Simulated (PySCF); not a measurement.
**Potential energy of SO along the bond**

Set-up: PySCF, no relativity, basis sets S aug-cc-pV(D+d)Z, O aug-cc-pVDZ. Energies in eV from S + O in their ground configurations at the same level. State: ³Σ⁻ (triplet), unpaired electrons π ↑↑.

Curves on a restricted Hartree–Fock reference rise too fast on stretching and do not dissociate correctly.

| R (Å) | CAM-B3LYP | ROHF-CCSD | ROHF-MP2 | ROHF |
| --- | --- | --- | --- | --- |
| 1.290 | -3.512 |  | -3.275 | -0.737 |
| 1.350 | -4.482 | -3.579 | -4.355 | -1.557 |
| 1.410 | -5.010 | -4.149 | -4.997 | -1.930 |
| 1.455 | -5.193 | -4.362 | -5.269 | -1.994 |
| 1.500 | -5.238 | -4.436 | -5.406 | -1.921 |
| 1.545 | -5.177 | -4.404 | -5.440 | -1.742 |
| 1.605 | -4.972 | -4.238 | -5.359 | -1.381 |
| 1.680 | -4.577 | -3.894 | -5.079 | -0.799 |
| 1.770 | -3.977 | -3.369 | -4.304 | -0.012 |
| 1.890 | -3.074 |  | -2.496 | 0.934 |

Q: Put a parabola through the three lowest points of the CAM-B3LYP curve and estimate Re, k and ωe (reduced mass 10.66 u; 1 eV/Å² = 0.16022 mdyn/Å; ωe = 1302.8·√(k/μ) cm⁻¹).

A: Through R = 1.455, 1.5, 1.545 Å the second-order coefficient is 26.2 eV/Å², so Re ≈ 1.497 Å, k ≈ 8.39 mdyn/Å and ωe ≈ 1156 cm⁻¹. A polynomial fit of higher order to the unrounded CAM-B3LYP energies gives Re = 1.495 Å, k = 8.62 mdyn/Å, ωe = 1171 cm⁻¹; anharmonicity and rounding make the difference.

The higher-order fit for each curve: CAM-B3LYP: Re = 1.495 Å, ωe = 1171 cm⁻¹, De = 5.24 eV; ROHF-CCSD: Re = 1.507 Å, ωe = 1132 cm⁻¹, De = 4.44 eV; ROHF: Re = 1.452 Å, ωe = 1328 cm⁻¹, De = 1.99 eV. ROHF-MP2 gives no reliable minimum on this grid.

Correlated steps freeze 6 core orbitals. Correlated levels converge slowly with the basis: in double zeta they bind strong bonds too weakly, by up to about 1 eV, and carry superposition errors of some tenths. The state was picked by a PBE0 search and need not be the measured ground state.
